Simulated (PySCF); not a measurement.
Species: tetramethylammonium, C4H12N (charge +1).
Numbering: `[CH3:1][N+:2]([CH3:3])([CH3:4])[CH3:5]` (hydrogens: H6, H7, H8 on C1; H9, H10, H11 on C3; H12, H13, H14 on C4; H15, H16, H17 on C5)

The same species was optimised twice, with GFN2-xTB and with PBE0-D3(BJ)/def2-SVP (PySCF), and the same property calculations (PySCF, gas phase) were run on both structures.

```tsv
coordinate	GFN2-xTB	PBE0-D3(BJ)/def2-SVP	change
N2–C5 (Å)	1.474	1.492	+0.018
N2–C4 (Å)	1.474	1.492	+0.018
N2–C3 (Å)	1.474	1.492	+0.018
C1–N2 (Å)	1.474	1.492	+0.018
C4–H12 (Å)	1.089	1.097	+0.008
C4–H13 (Å)	1.089	1.097	+0.008
C4–H14 (Å)	1.089	1.097	+0.008
C3–H10 (Å)	1.089	1.097	+0.008
C3–H9 (Å)	1.089	1.097	+0.008
C3–H11 (Å)	1.089	1.097	+0.008
C5–H16 (Å)	1.089	1.097	+0.008
C5–H17 (Å)	1.089	1.097	+0.008
C1–H6 (Å)	1.089	1.097	+0.008
C1–H7 (Å)	1.089	1.097	+0.008
C5–H15 (Å)	1.089	1.097	+0.008
C1–H8 (Å)	1.089	1.097	+0.008
N2–C4–H12 (°)	110.3	109.1	-1.2
H12–C4–H14 (°)	108.6	109.9	+1.3
N2–C1–H7 (°)	110.3	109.1	-1.2
H6–C1–H8 (°)	108.6	109.9	+1.3
N2–C5–H15 (°)	110.3	109.1	-1.2
H15–C5–H16 (°)	108.6	109.9	+1.3
H13–C4–H14 (°)	108.6	109.9	+1.3
H7–C1–H8 (°)	108.6	109.9	+1.3
```

Rotational constants: A = 4789, B = 4785, C = 4784 MHz (GFN2-xTB) against A = 4701, B = 4700, C = 4699 MHz (PBE0-D3(BJ)/def2-SVP).

On the GFN2-xTB structure: lowest singlet, TDDFT (eV) 10.53 [B3LYP/def2-SVPD]; lowest triplet, Tamm–Dancoff (eV) 10.28 [B3LYP/def2-SVPD]; isotropic polarisability (au) 52.2 [B3LYP/def2-SVPD]; HOMO (eV) -15.77 [B3LYP/def2-SVPD]; LUMO (eV) -4.16 [B3LYP/def2-SVPD]; HOMO (eV) -16.03 [PBE0/pcSseg-1]; LUMO (eV) -3.70 [PBE0/pcSseg-1]; GIAO shielding of C1/C3/C4/C5 (mean) (ppm) 131.4 [PBE0/pcSseg-1]; GIAO shielding of N2 (ppm) 202.8 [PBE0/pcSseg-1]; C1s of C1 (eV) 297.10 [delta-SCF UKS SCAN, pcX-2 on the ionised atom, pcseg-1 elsewhere, spin-free X2C]; N1s of N2 (eV) 413.56 [delta-SCF UKS SCAN, pcX-2 on the ionised atom, pcseg-1 elsewhere, spin-free X2C].

Task: What do these properties become on the PBE0-D3(BJ)/def2-SVP structure?

Result: 
```tsv
property	level	on GFN2-xTB	on PBE0-D3(BJ)/def2-SVP	change
lowest singlet, TDDFT (eV)	B3LYP/def2-SVPD	10.53	10.46	-0.07
lowest triplet, Tamm–Dancoff (eV)	B3LYP/def2-SVPD	10.28	10.20	-0.08
isotropic polarisability (au)	B3LYP/def2-SVPD	52.2	53.2	+1.0
HOMO (eV)	B3LYP/def2-SVPD	-15.77	-15.78	-0.01
LUMO (eV)	B3LYP/def2-SVPD	-4.16	-4.24	-0.08
energy, GFN2-xTB geometry as zero (kcal/mol)	B3LYP/def2-SVPD	0.0	-1.6	-1.6
HOMO (eV)	PBE0/pcSseg-1	-16.03	-16.04	-0.01
LUMO (eV)	PBE0/pcSseg-1	-3.70	-3.81	-0.11
energy, GFN2-xTB geometry as zero (kcal/mol)	PBE0/pcSseg-1	0.0	-0.9	-0.9
GIAO shielding of C1/C3/C4/C5 (mean) (ppm)	PBE0/pcSseg-1	131.4	127.5	-3.9
GIAO shielding of N2 (ppm)	PBE0/pcSseg-1	202.8	194.7	-8.1
C1s of C1 (eV)	delta-SCF UKS SCAN, pcX-2 on the ionised atom, pcseg-1 elsewhere, spin-free X2C	297.10	297.12	+0.02
N1s of N2 (eV)	delta-SCF UKS SCAN, pcX-2 on the ionised atom, pcseg-1 elsewhere, spin-free X2C	413.56	413.34	-0.22
```

The heavy atoms differ by 0.016 Å rms after alignment. Among all bonds C1–N2, N2–C3, N2–C4 and N2–C5 change most and about equally (+0.018 Å). Changes are differences of the printed values. Neither structure is proved a minimum here. Isolated species at its PBE0-D3(BJ)/def2-SVP geometry, gas phase.
